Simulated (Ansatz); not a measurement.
**BeBH (singlet): the correlation ladder, cc-pVTZ**

An exercise on one series of results from a longer session: the logs are not shown, and one member is left open.

Computed with Ansatz 0.2.0, Gaussian basis. Level: cc-pVTZ, core rule «outside noble gas», up to 2 orbitals frozen.

To be run: UHF; CCSD(T) on RHF; CCSD(T) on UHF; BCCD(T) on RHF; CCSDT(Q) on RHF; CCSDT(Q) on UHF.

37 further runs of the same task are left out: 14 for a known fault of the program, 1 for a mislabelled method, 9 that didn't finish, 13 set aside as unsound or not needed.

### The geometry

The geometry is a PBE0/def2-TZVP stationary point (not a proven minimum) of the parent state, kept for this charge and spin.

3 atoms, charge 0, spin multiplicity 1.

Atoms are counted from 1 here; the program's logs count them from 0.

Bond lengths: B1–Be2 1.813 Å, B1–H3 1.189 Å. Angles: Be2–B1–H3 180.0°.

Set-up of the first run:

File in.yaml:

```yaml
crystal:
  periodic: [false, false, false]
  atoms:
    - {symbol: B, position_ang: [0.000000, 0.000000, 0.207806]}
    - {symbol: Be, position_ang: [0.000000, 0.000000, -1.605007]}
    - {symbol: H, position_ang: [0.000000, 0.000000, 1.397201]}
basis:
  gaussian: {orbitals: cc-pVTZ}
magnetization: {spin_polarized: true, initial_magnetization: 0}
hamiltonian: {xc: hf}
output: {orbitals: {seedname: orbitals}}
```

Run with:

```console
ansatz run in.yaml --threads 1 --pin off --events-out ev --progress --plain --max-ram 2393MiB
```

Steps of the session up to this table: UHF; CCSD(T) on RHF; CCSD(T) on UHF; BCCD(T) on RHF; CCSDT(Q) on RHF; CCSDT(Q) on UHF.

One of the session's tables, all rows but one given; the rest of the session is left out.

| method | from RCCSDT(Q) (meV) |
| --- | --- |
| RHF | +5285.0 |
| UHF | +3117.8 |
| RMP2 | +1761.2 |
| UMP2 | ? |
| RCCSD | +580.5 |
| UCCSD | -29.5 |
| RCCSD(T) | +72.1 |
| UCCSD(T) | -138.5 |
| BCCD(T) | +86.7 |
| RCCSDT | +47.8 |
| UCCSDT | -254.4 |
| RCCSDT(Q) | 0 |
| UCCSDT(Q) | -291.0 |

Q: Estimate the row for UMP2 from the others.

**Answer.** from RCCSDT(Q) (meV): +614.5. In the column «from RCCSDT(Q) (meV)» it lies between RCCSD (+580.5) and RMP2 (+1761.2).

The program flags RCCSD(T), UCCSD(T), BCCD(T), RCCSDT(Q), UCCSDT(Q) as in doubt (see the logs), so the zero of the table is itself unsure.

Caveats from the session: The determinant is far from a pure spin state, so its energy mixes those of several spin states (harmless only where they are near-degenerate, as at dissociation). The report flags that the cluster equations may have other roots. The program flags RCCSD(T), UCCSD(T), BCCD(T), RCCSDT(Q), UCCSDT(Q) as in doubt, so the zero of the table is itself unsure. Warnings: restricted reference is unstable; spin contamination; large T1 diagnostic. Restricted and unrestricted rows rest on different reference determinants; where their highest levels disagree by more than a few hundredths of an eV, they describe different states and don't form one ladder.
